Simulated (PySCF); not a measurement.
## Protonation sites of methyl acetate

Molecule: methyl acetate, `COC(C)=O` (C3H6O2). Numbering: `[CH3:1][O:2][C:3]([CH3:4])=[O:5]`

Level of theory: ωB97X-D3(BJ)/def2-TZVP single points in PySCF, grid level 2; every species was optimised with PBE0-D3(BJ)/def2-SVP. Zero-point and thermal terms (298.15 K, 1 bar) come from unscaled PBE0-D3(BJ)/def2-SVP harmonic frequencies, with soft modes damped to free rotors in the entropy.

| site | product | PA / kcal/mol | GB / kcal/mol |
| --- | --- | --- | --- |
| O5 (carboxyl C=O oxygen) | `COC(C)=[OH+]` | 198.9 | 191.4 |

PA is −ΔH and GB is −ΔG of B + H⁺ → BH⁺ in the gas phase. Sites whose products fell apart, merged with another or lost in a GFN2-xTB screen aren't listed.

In 1,4-dioxane the product from O5 is solvated 31.1 kcal/mol more strongly than the parent (electrostatics only).

In benzonitrile the product from O5 is solvated 54.5 kcal/mol more strongly than the parent (electrostatics only).

Measured values (NIST Chemistry WebBook, evaluated or the median of agreeing entries): proton affinity (−ΔH) 822 kJ/mol (computed 832, difference 11); gas-phase basicity (−ΔG) 791 kJ/mol (computed 801, difference 10).

Note: O2 is not listed: the run failed or kept an imaginary mode, or the ion rearranged or equalled another; a site not listed may be the best one.

Run with `OMP_NUM_THREADS=1 python redox_run.py task.json out` on 1 thread of Arm Neoverse V1, a shared host. Structures, frequencies and single points: 5.7 min of wall time.

Differences come from unrounded values, so a last digit can differ from that of the printed terms.
